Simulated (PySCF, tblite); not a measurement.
## Complex of PH2F and ammonia

A gas-phase complex of PH2F and ammonia; neutral, singlet. The structure comes from a short search (6 tight-binding starts) and was relaxed by PBE0-D3(BJ)/def2-TZVPD; another way of binding may lie lower. No frequency run checks that it is a minimum.

Parts: 1 = PH2F (FP), atoms 1–4; 2 = ammonia (N), atoms 5–8.

```csv
atom,part,x (Å),y (Å),z (Å)
F1,1,1.386,-0.264,0.055
P2,1,-0.042,-0.233,0.858
H3,1,-0.740,-1.059,-0.062
H4,1,-0.515,0.967,0.263
N5,2,-2.459,-0.090,1.619
H6,2,-3.195,0.026,0.933
H7,2,-2.638,-0.946,2.129
H8,2,-2.526,0.675,2.279
```

Contacts between parts, classed by geometry: F1–P2···N5 2.539 Å (pnictogen bond, 168°).

Interaction energies are complex less parts, with the parts frozen as they stand in it; counterpoise-corrected, in kcal/mol (PySCF). The CCSD(T) estimate is Hartree-Fock/aug-cc-pVQZ, plus the MP2 correlation part extrapolated as X⁻³ from aug-cc-pVTZ and aug-cc-pVQZ, plus CCSD(T) less MP2 in aug-cc-pVDZ; noble-gas cores are frozen. It isn't the exact limit.

```tsv
level	interaction	superposition error removed
Hartree-Fock/aug-cc-pVQZ	-1.70	-
wB97M-D3(BJ)/def2-TZVPD	-7.19	-0.29
PBE0-D3(BJ)/def2-TZVPD	-8.38	-0.25
MP2/aug-cc-pVQZ	-7.02	-0.33
```

(1) What does CCSD(T) at its estimated basis limit give, and which of these levels comes nearest?

(2) What holds them together? Decompose the wB97M-D3(BJ)/def2-TZVPD energy: frozen parts, their antisymmetrised product, then relaxation.

The parts were also relaxed and run alone, at the levels used for the complex: shieldings by PBE0/pcSseg-2; core levels by delta-SCF with SCAN, pcX-2 on the ionised atom and pcseg-1 elsewhere, spin-free X2C (2p3/2 is the spin-free 2p value less a third of a first-order spin-orbit splitting).

Values alone: F1–P2 bond (Å): 1.608; shielding of P2 (ppm): 206.6; shielding of N5 (ppm): 263.7; shielding of F1 (ppm): 504.1; F1 1s core level (eV): 692.89; P2 2p3/2 core level (eV): 138.68; N5 1s core level (eV): 405.54.

(3) What does binding change?

## Answers

(1) -6.65 kcal/mol. MP2/aug-cc-pVQZ is nearest, off by -0.37; the errors are Hartree-Fock/aug-cc-pVQZ +4.95, wB97M-D3(BJ)/def2-TZVPD -0.54, PBE0-D3(BJ)/def2-TZVPD -1.73, MP2/aug-cc-pVQZ -0.37.

(2) electrostatic -22.0, Pauli repulsion +28.0, orbital relaxation -11.8, dispersion correction -1.7 kcal/mol, which sum to the value before the counterpoise correction; the Pauli term holds the exchange-correlation of the frozen density too. Of the attraction, 62 % is electrostatic, 33 % is orbital relaxation, 5 % is dispersion correction.

(3) 
| property | alone | in the complex | change |
| --- | --- | --- | --- |
| F1–P2 bond (Å) | 1.608 | 1.638 | +0.030 |
| shielding of P2 (ppm) | 206.6 | 307.3 | +100.7 |
| shielding of N5 (ppm) | 263.7 | 245.0 | -18.7 |
| shielding of F1 (ppm) | 504.1 | 392.0 | -112.2 |
| F1 1s core level (eV) | 692.89 | 691.13 | -1.76 |
| P2 2p3/2 core level (eV) | 138.68 | 137.25 | -1.43 |
| N5 1s core level (eV) | 405.54 | 406.32 | +0.78 |
